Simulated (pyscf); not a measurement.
H₂N–GaH₂ + NH₃ → H₂N–GaH–NH₂ + H₂, a four-centre exchange (singlet surface; Ga–H, H–N broken, Ga–N, H–H formed). Structures and frequencies: ωB97X-D3(BJ)/def2-SVP in PySCF. Energies in kcal/mol from the separated reactants.

Small-basis levels: PySCF, no dispersion term, spherical d functions. AM1 to PM7: differences of heats of formation from MOPAC, which are fitted to 298 K values and so differ in kind from electronic energies by zero-point and thermal terms. 

| level | barrier | reaction energy |
|---|---|---|
| HF/STO-3G | 44.6 | -11.4 |
| SVWN5/6-31G*+LANL2DZ | 6.1 | -7.4 |
| PBE/6-31G*+LANL2DZ | 15.6 | -6.7 |
| B3LYP/3-21G | 1.9 | -25.7 |
| B3LYP/6-31G*+LANL2DZ | 21.4 | -7.0 |
| B3LYP/6-311+G**+LANL2DZ | 22.9 | -4.4 |
| B3LYP/def2-SVP | 20.2 | -2.5 |
| PM6 | 39.1 | -15.5 |
| PM7 | 25.1 | -28.8 |
| ωB97M-D3(BJ)/def2-TZVP | 22.6 | -2.6 |

Against the last row the barrier runs from -20.8 (B3LYP/3-21G) to +22.0 kcal/mol (HF/STO-3G). ωB97M-D3(BJ)/def2-TZVP has limits of its own. On the reactant side the descent ends in an adduct with a Ga–N contact, 19.6 kcal/mol under the separated species and 40.4 kcal/mol under the saddle at ωB97X-D3(BJ)/def2-TZVP. What is counted as formed (Ga–N) is already present as a longer contact in the reactant adduct; forming that adduct is a step of its own. At the saddle there is also a short Ga–H contact that neither side keeps. The same reactants have a lower exit, to NH₃ + H₂N–GaH₂ (highest point, the separated products, at 0.0 kcal/mol at ωB97M-D3(BJ)/def2-TZVP, against +22.6 kcal/mol here). One saddle was located; it need not be the lowest between these sides. In the def2 sets elements up to Kr have no core potential.
